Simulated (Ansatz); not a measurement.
Saddle point of Si2H7Cl, singlet (SiH₃Cl ([SiH3][Cl]) + SiH₄ → Si₂H₅Cl ([SiH3][SiH2][Cl]) + H₂; bonds formed: Si1–Si7, H2–H6; bonds broken: Si1–H2, H6–Si7), PBE0-D4/def2-TZVP structure:

Si1  (-0.648, 0.891, -0.612)
H2  (-0.383, -0.916, -0.485)
H3  (-2.118, 0.754, -0.446)
H4  (-0.240, 2.173, 0.022)
Cl5  (-0.185, 1.065, -2.615)
H6  (-0.059, -1.769, -0.025)
Si7  (0.768, -0.620, 0.864)
H8  (-0.555, -0.507, 1.560)
H9  (1.710, -0.663, -0.287)
H10  (1.709, -0.407, 2.025)
(Å)

Energies are electronic, without zero-point energy. Barriers and step energies count from the start structure reached by relaxing down the imaginary mode; all methods use the PBE0-D4 structures, on which another method's saddle can fall below an end. Ansatz 0.2.0; basis: def2-TZVPP, with def2-QZVPP for the basis limit; cores frozen in the correlated methods. B3LYP uses VWN-RPA correlation. Extrapolation: Hartree–Fock as exp(−7.88 √X), correlation as X^−2.97.

```
      method  barrier (eV)  step energy (eV)
       SPW92         2.224             0.162
      PBE-D4             ?             0.092
     BLYP-D4         2.952             0.194
   r2SCAN-D4         2.804             0.182
      B97M-V         2.847             0.218
     PBE0-D4             ?             0.156
    B3LYP-D4         3.144             0.243
  r2SCAN0-D4         2.990             0.222
    BHLYP-D4         3.497             0.319
CAM-B3LYP-D4         3.305             0.311
     wB97X-V         3.246             0.254
     wB97M-V         3.150             0.294
      B2PLYP             ?             0.296
    PBE-QIDH         3.125             0.239
  RPA on PBE         3.326             0.314
          HF         4.381             0.495
         MP2         3.261             0.279
        CCSD         3.457             0.324
     CCSD(T)         3.292             0.283
```

Q: Fill in the withheld barriers. (Judge from chemistry; the value comes from the calculation.)

A: Computed: B2PLYP 3.288; PBE-D4 2.549; PBE0-D4 2.824 eV. Each is the energy of the saddle less that of the start structure, by the same method.

For comparison, the barrier by CCSD(T) at an estimated basis limit (MP2 extrapolated from triple and quadruple zeta, plus CCSD(T) − MP2 in triple zeta) is 3.210 eV.

No T1 diagnostic of these runs exceeds 0.012.

Labels in which every atom is bracketed show which atoms are joined, not bond orders.

For scale, one of the runs: CCSD(T)/def2-TZVPP, 224 basis functions, launched by `ansatz run in.yaml --threads 4 --pin off --events-out ev --progress --plain --max-ram 9574MiB`. The run took 31 s on 4 CPU threads of an Arm Neoverse V2 (shared host), with 3.2 GiB of host memory at its peak.
